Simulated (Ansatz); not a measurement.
Consider the isomerisation: `C/C=C(\N)F` → `CC(F)C=N`.

Program: Ansatz. Geometries: PBE0-D4/def2-TZVP. ΔE: electronic, gas phase. CBS: MP2 limit from def2 TZ/QZ plus the TZ coupled-cluster correction, frozen cores. DFT in def2-TZVPP. Each species was taken in one conformer, which may not be the lowest.

`C/C=C(\N)F`:

Cartesian coordinates in Å:
```
C 0.266 -0.745 1.238
C -0.644 -0.594 0.066
C -0.509 0.330 -0.879
N 0.373 1.383 -0.965
F -1.358 0.357 -1.917
H 0.458 -1.801 1.447
H 1.239 -0.274 1.075
H -0.155 -0.311 2.152
H -1.497 -1.253 -0.026
H 0.706 1.558 -1.902
H 1.120 1.351 -0.290
```

`CC(F)C=N`:

Z-matrix (Å, degrees):
```
C
C 1 1.511
H 1 1.091 2 110.3
H 1 1.092 2 110.2 3 119.7
H 1 1.092 2 110.2 3 -120.5
F 2 1.384 1 109.4 3 59.4
C 2 1.503 1 112.2 3 -179.0
H 2 1.098 1 110.3 3 -57.9
N 7 1.258 2 126.7 1 -119.6
H 7 1.095 2 114.5 1 60.0
H 9 1.023 7 109.9 2 -0.7
```

| level | ΔE (eV) |
| --- | --- |
| ωB97X-V | 0.04 |
| PBE0 | 0.17 |
| CCSD(T)/def2-TZVPP | -0.01 |
| MP2/CBS(def2) | 0.09 |

Question: What does CCSD(T)/CBS give? (An estimate is asked.)

Answer: Ansatz gave: +0.02 eV. The listed levels differ from it by 0.02, 0.15, -0.03, 0.07 eV.

Largest T1 diagnostic among the species: 0.011.
